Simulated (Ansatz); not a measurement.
# Si2H6O (disiloxane) at PBE-QIDH/cc-pVDZ

Aim: the vertical singlet–triplet gap of Si2H6O (disiloxane) at PBE-QIDH/cc-pVDZ, from 2 runs. 

The calculation is run with Ansatz 0.2.0.

60 further runs of the same task are left out: 60 set aside as unsound or not needed.

### 1 Starting point

Si2H6O has 9 atoms, charge 0, and is taken as a singlet. SMILES: `[SiH3]O[SiH3]`. The shape is that of a PBE0-D4/def2-TZVP optimisation.

Bond lengths: Si1–O2 1.634 Å, O2–Si3 1.634 Å, Si1–H4 1.487 Å, Si1–H5 1.483 Å, Si1–H6 1.487 Å, Si3–H7 1.483 Å, Si3–H8 1.486 Å, Si3–H9 1.487 Å. Some angles: Si1–O2–Si3 147.2°, O2–Si1–H4 110.2°, O2–Si1–H5 108.3°, O2–Si1–H6 110.2°, O2–Si3–H7 108.3°, O2–Si3–H8 110.2°, O2–Si3–H9 110.2°, H4–Si1–H5 109.6°, H4–Si1–H6 109.0°, H5–Si1–H6 109.6°.

### 2 The energy at PBE-QIDH/cc-pVDZ

Input file job.yaml:

```yaml
crystal:
  periodic: [false, false, false]
  atoms:
    - {symbol: Si, position_ang: [-0.710290, 1.052660, -0.919520]}
    - {symbol: O, position_ang: [0.425550, 0.090990, -0.245380]}
    - {symbol: Si, position_ang: [0.775570, -1.038810, 0.881750]}
    - {symbol: H, position_ang: [-1.787270, 0.226580, -1.525660]}
    - {symbol: H, position_ang: [-0.060640, 1.872420, -1.970220]}
    - {symbol: H, position_ang: [-1.306170, 1.942760, 0.111330]}
    - {symbol: H, position_ang: [2.224270, -1.343130, 0.800010]}
    - {symbol: H, position_ang: [-0.009310, -2.275600, 0.628780]}
    - {symbol: H, position_ang: [0.448290, -0.527870, 2.238910]}
basis:
  gaussian:
    orbitals: cc-pVDZ
hamiltonian:
  xc: {name: PBE-QIDH}
correlation:
  frozen_orbitals: {H: 0, O: 1, Si: 5}
accuracy: high
output: {orbitals: {seedname: orbitals}}
```

The run is started by

```sh
$ ansatz run job.yaml --threads 1 --pin off --max-ram 3480MiB --events-out events.jsonl --progress --plain --runs-dir runs
```

Standard output:

```text
Warning: RAYON_NUM_THREADS=1 ignored (pool sized by the plan → 1); use --threads N
Functional definition: PBE-QIDH
  name "PBE-QIDH"
  parameter a = 3^(-1/3)
  parameter c = 1/3
  exchange = (1 - a)*pbe_x + a*exact_x
  correlation = (1 - c)*pbe_c + c*(mp2_os + mp2_ss)
1882 factors; integrals over basis functions are off by at most 3.9e-9 eV
mean field evaluation 1: about -17880.1903 eV, gradient 3.5e1 eV
mean field evaluation 2: about -17880.2040 eV, gradient 3.5e1 eV
mean field evaluation 4: about -17882.4557 eV, gradient 1.9e0 eV
mean field evaluation 8: about -17882.4655 eV, gradient 2.6e-2 eV
mean field evaluation 16: about -17882.4655 eV, gradient 4.8e-6 eV
mean field -17882.46548835 eV, -657.1684855265 hartree, gradient 6.0e-8 eV, S^2 0.000000; 0 other end points of the search recorded, 0 dependent functions left out
11 core orbitals not correlated: weight in the atoms' cores, before any rotation towards them, 1.000 or more for the frozen orbitals, at most 0.000 for the correlated occupied ones
reference -17882.46548949 eV, -657.1684855683 hartree; 10, 10 occupied and 59, 59 virtual orbitals, 1882 factors
second order -12.00610356 eV of doubles, -0.00000000 eV of singles
Total energy: -17886.46752401 eV, -657.3155576243 hartree
```

Wall time 11 s (1 thread of Intel Xeon Platinum 8259CL at 2.50GHz (Skylake/Cascade Lake), shared host); peak memory 0.27 GiB.

### 3 The triplet at the same level

Input file job.yaml:

```yaml
crystal:
  periodic: [false, false, false]
  atoms:
    - symbol: Si
      position_ang: [-0.710290, 1.052660, -0.919520]
    - symbol: O
      position_ang: [0.425550, 0.090990, -0.245380]
    - symbol: Si
      position_ang: [0.775570, -1.038810, 0.881750]
    - symbol: H
      position_ang: [-1.787270, 0.226580, -1.525660]
    - symbol: H
      position_ang: [-0.060640, 1.872420, -1.970220]
    - symbol: H
      position_ang: [-1.306170, 1.942760, 0.111330]
    - symbol: H
      position_ang: [2.224270, -1.343130, 0.800010]
    - symbol: H
      position_ang: [-0.009310, -2.275600, 0.628780]
    - symbol: H
      position_ang: [0.448290, -0.527870, 2.238910]
basis:
  gaussian:
    orbitals: cc-pVDZ
magnetization:
  spin_polarized: true
  initial_magnetization: 2
hamiltonian:
  xc: {name: PBE-QIDH}
correlation:
  frozen_orbitals: {H: 0, O: 1, Si: 5}
accuracy: high
output:
  orbitals: {seedname: orbitals}
```

The run is started by

```sh
$ ansatz run job.yaml --threads 1 --pin off --max-ram 3480MiB --events-out events.jsonl --progress --plain --runs-dir runs
```

Standard output, cut to the lines that bear on the results:

```text
Warning: RAYON_NUM_THREADS=1 ignored (pool sized by the plan → 1); use --threads N
[... 2 set-up lines as earlier in the session ...]
[...]
1882 factors; integrals over basis functions are off by at most 3.9e-9 eV
[...]
mean field -17874.73769997 eV, -656.8844945415 hartree, gradient 9.2e-8 eV, S^2 2.013687; 4 other end points of the search recorded, 0 dependent functions left out
11 core orbitals not correlated: weight in the atoms' cores, before any rotation towards them, 1.000 or more for the frozen orbitals, at most 0.000 for the correlated occupied ones
reference -17874.73770117 eV, -656.8844945855 hartree; 11, 9 occupied and 58, 60 virtual orbitals, 1882 factors
second order -12.04183024 eV of doubles, -0.00000000 eV of singles
Total energy: -17878.75164458 eV, -657.0320042852 hartree
```

Wall time 32 s (1 thread of Intel Xeon Platinum 8259CL at 2.50GHz (Skylake/Cascade Lake), shared host); peak memory 0.39 GiB.

### 4 Outcome

At PBE-QIDH/cc-pVDZ, 11 core orbitals frozen:

| quantity | value |
| --- | --- |
| singlet: total energy | -657.31556 Eh |
| singlet: HOMO energy (SCF part's orbitals) | -10.89 eV |
| singlet: LUMO energy (SCF part's orbitals) | 2.05 eV |
| singlet: HOMO–LUMO gap (SCF part's orbitals) | 12.94 eV |
| triplet: total energy | -657.03200 Eh |
| triplet: HOMO energy (SCF part's orbitals) (highest over α and β) | -2.92 eV |
| triplet: ⟨S²⟩ | 2.014 |
| vertical energy of the triplet above the singlet | 7.716 eV |

What this shows: At this shape the triplet lies 7.72 eV (178 kcal/mol) above the singlet.
